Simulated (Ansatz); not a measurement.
Consider the ligand exchange at a B–N bond: `BN=C` + `BN` → `BNB` + `C=N`.

Isolated molecules relaxed with PBE0-D4/def2-TZVP in Ansatz; ΔE leaves out vibrations. CCSD(T)/CBS adds triple-zeta CCSD(T) − MP2 to the extrapolated MP2 energy (def2 sets, frozen cores). This one scheme is used for every species. DFT in def2-TZVPP. HSE06 is defined as in plane-wave codes.

(1) Is it downhill or uphill in electronic energy at CCSD(T)/CBS, and by how much? (An estimate is asked.)

(2) What do these levels give: BLYP-D4, HSE06-D4, B2PLYP, BLYP, r2SCANh, MP2/def2-SVP? (Estimate.)

(3) What do rigid-rotor, harmonic-oscillator terms from PBE0-D4/def2-TZVP frequencies (298.15 K, 1 bar) make of the CCSD(T)/CBS value? (Estimate.)

Largest T1 diagnostic among the species: 0.016.

## Answers

(1) Ansatz gave: Uphill: ΔE = +3.4 kcal/mol.

(2) Computed: BLYP-D4 9.2, HSE06-D4 7.3, B2PLYP 5.4, BLYP 9.5, r2SCANh 7.5, MP2/def2-SVP 4.5 kcal/mol.

(3) Computed: ΔZPE = +0.4 kcal/mol, ΔH = +3.8 kcal/mol, ΔS = 3 J/(mol·K), ΔG = +3.5 kcal/mol.

From BLYP to BHLYP (50 % exact exchange), in def2-TZVPP and without D4, ΔE moves by −5.3 kcal/mol. At CCSD(T), def2-SVP lies +1.5 kcal/mol from the extrapolated value and def2-TZVPP −0.2 kcal/mol.
